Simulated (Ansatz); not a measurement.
How far each method lies from full CI for B2, singlet

Geometry: a point of a stretch scan, not a stationary point.

```xyz
2

B     0.0000    0.0000    0.0000
B     0.0000    0.0000    1.7920
```

Basis cc-pVTZ; Ansatz 0.2.0. Only valence electrons are correlated (noble-gas cores frozen), which leaves 6 electrons in 58 orbitals. R marks a restricted (for open shells ROHF) determinant, U an unrestricted one. Active spaces: pair = (2e, 2o) about the gap; valence = (6e, 8o) chosen from the atoms' valence shells.

Full CI is exact within this basis and frozen core; it isn't the basis-set limit. The frozen core follows each run's orbitals, which can shift R against U totals by a few meV.

HF rows are the lowest solutions found. Coupled cluster chose its determinant by trial CCSD, here up to 1.52 eV above the lowest Hartree–Fock solution of its kind, and MP2 stands on that determinant too. The determinant fills πx and πy unequally, so it is a mixture of Σ and Δ, which weighs on every level built on one determinant.

- UHF ⟨S²⟩: 1.319
- ⟨S²⟩ of the determinant under UCCSD: 1.015
- T1 diagnostic (RCCSD): 0.0426
- largest doubles amplitude (RCCSD): 0.228

```
                   level  E − E(full CI) (kcal/mol)  share of correlation (%)     wall time
                    UHF†                      87.34                         –         1.1 s
                   UMP2†                      25.74                         –             –
                   RCCSD                      15.38                     89.34             –
                 UCCSD*†                       6.63                         –             –
                RCCSD(T)                       4.49                     96.88         2.2 s
              UCCSD(T)*†                      -4.32                         –          16 s
                 BCCD(T)                       4.55                     96.85         1.7 s
                  RCCSDT                       3.75                     97.40             –
                UCCSDT*†                      -7.87                         –             –
               RCCSDT(Q)                       1.65                     98.86          18 s
             UCCSDT(Q)*†                     -10.70                         –   18 s (H100)
                RCCSDTQ*                       0.26                     99.82   37 s (H100)
  CASSCF (valence space)                      52.66                     63.50             –
  NEVPT2 (valence space)                      11.11                     92.30         1.1 s
  MRCISD (valence space)                       2.45                     98.30             –
MRCISD+Q (valence space)                      -0.05                    100.04  8.5 s (H100)
```

An asterisk marks runs whose energy the program itself flagged as in doubt. A dagger marks rows that describe another state than the reference (another or a broken symmetry, a higher spin or other natural occupations), so the difference isn't the method's error.

The correlation energy at full CI, counted from the determinant under the R cluster runs, is -6.255 eV. That run took 78 s on 2 threads of AMD EPYC 7R13 with a shared H100 80 GB, shared host over 118,960,000 determinants.

Run but not shown, since their state or frozen core can't be matched to the reference's or they repeat it: RHF, RMP2, CISD, CASSCF (pair space), NEVPT2 (pair space).

Times hold each run's SCF and search for its determinant on a shared host, so for small cases they say little of a method's own cost; rows without a card ran on 1 thread of AMD EPYC 7R13.

Unrestricted levels hold only the spin's projection, and here they fall towards a lower state of higher spin.

The full-CI state has the irrep B1g of D2h, in the program's axes (one component, if the state is degenerate).

Natural occupations of full CI about the gap: 1.925 1.706 0.928 0.928 0.242 0.090 0.090 0.020 0.010 0.008; effectively unpaired electrons, Σ n²(2−n)², 2.49. No single determinant describes this state well, so single-reference rows can miss without a flag.
